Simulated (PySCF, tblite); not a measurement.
**C4H6NO radical: geometry, infrared bands and EPR parameters**

What infrared bands and EPR parameters should C4H6NO radical (`CC1=CON[CH]1`) show?

Computed with tblite 0.8.0 and PySCF 2.14.0, with density-fitted response routines of our own, on a single molecule in the gas phase. Atoms are numbered from 0 throughout.

## 1. The starting structure

12 atoms, charge 0, multiplicity 2; geometry from: force field or distance geometry start.

Bonds of the start (Å): C0–C1 1.51, C1–C2 1.31, C2–O3 1.39, O3–N4 1.40, N4–C5 1.46, C5–C1 1.50, C0–H6 1.12, C0–H7 1.11, C0–H8 1.10, C2–H9 1.07, N4–H10 1.07, C5–H11 1.10.

## 2. Geometry optimisation with GFN2-xTB

Job settings and geometry (Å):

```
{"job": {"kind": "relax", "xc": "GFN2-xTB", "basis": "xTB"}, "charge": 0, "multiplicity": 2}
C      1.680500    -0.111700    -0.111600
C      0.188200     0.077500     0.019200
C     -0.509000     1.116900    -0.354400
O     -1.835300     0.843700    -0.031100
N     -1.992100    -0.534700     0.122100
C     -0.695700    -0.960800     0.649600
H      1.833400    -1.222700    -0.075700
H      2.171300     0.295800     0.796300
H      2.067200     0.284900    -1.064200
H     -0.214900     2.032300    -0.831900
H     -1.991600    -0.891800    -0.889500
H     -0.700800    -0.930100     1.745200
```

Launch:

```sh
$ OMP_NUM_THREADS=1 python probes_run.py task.json out
```

One launch serves the whole session: the jobs run in the order shown.

**Question.** This job is followed by: GFN2-xTB harmonic vibrations, gas phase; UKS B3LYP, pcH-1 on C H N O, non-relativistic, mean-field spin-orbit, GIAO. Predict these results of the whole session: strongest single infrared mode (GFN2-xTB); zero-point energy (GFN2-xTB); g(iso) (B3LYP); ⟨S²⟩; largest a(iso) (averaged by class); potential on the surface of density 0.002 e/bohr³, 1st and 99th percentile.

As calculated:

| quantity | value |
| --- | --- |
| strongest single infrared mode (GFN2-xTB) | 822 cm⁻¹, 101 km/mol |
| zero-point energy (GFN2-xTB) | 57.9 kcal/mol |
| g(iso) (B3LYP) | 2.00352 |
| ⟨S²⟩ | 0.768 (exact 0.75) |
| largest a(iso) (averaged by class) | 1H on H10, 87.4 MHz |
| potential on the surface of density 0.002 e/bohr³, 1st and 99th percentile | -1.33 V and 1.82 V |

In words: The optimisation took 38 steps and gained 1.692 eV; among the close pairs (by a distance rule), C1–C5 changed most, from 1.502 to 1.385 Å. All 30 modes are real, so the xTB geometry is a minimum. The strongest single mode, at 822 cm⁻¹, is carried by H10, O3, N4, C5. Unscaled tight-binding wavenumbers are off by several per cent, some by more. Its intensities can rank the bands wrongly. The largest spin populations lie on C5 (0.48 e), C2 (0.47 e). The isotropic g lies 1.2 ppt above the free-electron value. The conformer search found further structures of the same energy, which may be mirror or relabelled copies of this one.
